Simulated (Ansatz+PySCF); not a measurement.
# singlet CH(+): levels of theory in one basis

```yaml
atoms:
  - { symbol: C, position_ang: [0.0000, 0.0000, -0.2294] }
  - { symbol: H, position_ang: [0.0000, 0.0000, 1.3766] }
```

Basis set: 6-31G (spherical functions). Correlated methods keep 1 orbital frozen. Charge 1, multiplicity 1.

Computed with Ansatz (development build ahead of 0.2.0); each method stands on the lowest determinant of its kind that the runs found.

```json
{"method": "RHF", "E − E(RHF) (eV)": "0.00", "<S²> of the determinant": "0.00"}
{"method": "UHF", "E − E(RHF) (eV)": "-0.22", "<S²> of the determinant": "0.51"}
{"method": "UHF-MP2", "E − E(RHF) (eV)": "-1.41", "<S²> of the determinant": "0.51"}
{"method": "RHF-CCSD", "E − E(RHF) (eV)": "-2.46", "<S²> of the determinant": "–"}
{"method": "UHF-CCSD", "E − E(RHF) (eV)": "-2.47", "<S²> of the determinant": "0.51"}
{"method": "RHF-CCSD(T)", "E − E(RHF) (eV)": "-2.49", "<S²> of the determinant": "–"}
{"method": "UHF-CCSD(T)", "E − E(RHF) (eV)": "-2.50", "<S²> of the determinant": "0.51"}
{"method": "full CI (lowest root of this spin)", "E − E(RHF) (eV)": "-2.50", "<S²> of the determinant": "–"}
```

What does RHF-MP2 give on the same scale?

-1.49 eV.

At such a shape the full CI root can have another spatial symmetry than the determinants, so the rows needn't describe one state.

Is a single determinant a sound starting point here?

Only with care. Unrestricted orbitals gain 0.22 eV and <S²> is 0.51 against 0.00 for a pure state, so spin symmetry breaks but gains little energy; restricted orbitals can still serve.

Caution for UHF, UHF-MP2, UHF-CCSD, UHF-CCSD(T): the unrestricted determinant is spin contaminated. Caution for RHF-MP2, UHF-MP2, RHF-CCSD, UHF-CCSD, RHF-CCSD(T), UHF-CCSD(T): bonds are stretched, where a single reference can fail. Caution for UHF-MP2, UHF-CCSD, UHF-CCSD(T): a plain start can end on a higher determinant. Caution for UHF-MP2: another reference gives a lower total.
